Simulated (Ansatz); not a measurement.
# Nb: from a trial structure to a relaxed crystal

All numbers below come from DFT r2SCAN, scalar-relativistic, plane waves, PAW in Ansatz. Cutoff 500 eV, Γ-centred k mesh, Gaussian smearing, no spin polarisation in the final step.

A relaxed cell is given with its space group left out.

```
CELL_PARAMETERS angstrom
3.07118 0.00000 0.00000
-1.53559 2.65972 0.00000
0.00000 0.00000 9.28086
ATOMIC_POSITIONS crystal
Nb 0.33333 0.66667 0.38193
Nb 0.66667 0.33333 0.88193
Nb 0.66667 0.33333 0.61807
Nb 0.33333 0.66667 0.11807
```

Energies count from the standard state of Nb at the same level.

Problem. What space group does it have?

Solution. P6_3/mmc (No. 194). Conventional cell: a = 3.071 Å, c = 9.281 Å. Nb is coordinated by 1 Nb at 2.45 Å, 3 Nb at 2.82 Å and 6 Nb at 3.07 Å.

Problem. How far above the standard state of Nb does it lie?

Solution. 0.55 eV/atom.

Problem. Is it a metal?

Solution. Yes, bands cross the Fermi level on the 18×18×6 mesh.

The final run used a 18×18×6 mesh on its 4-atom cell and 0.10 eV smearing. The k mesh leaves about 4 meV/atom of noise in metals. The cell came from a trial start, so Nb may not exist in this structure.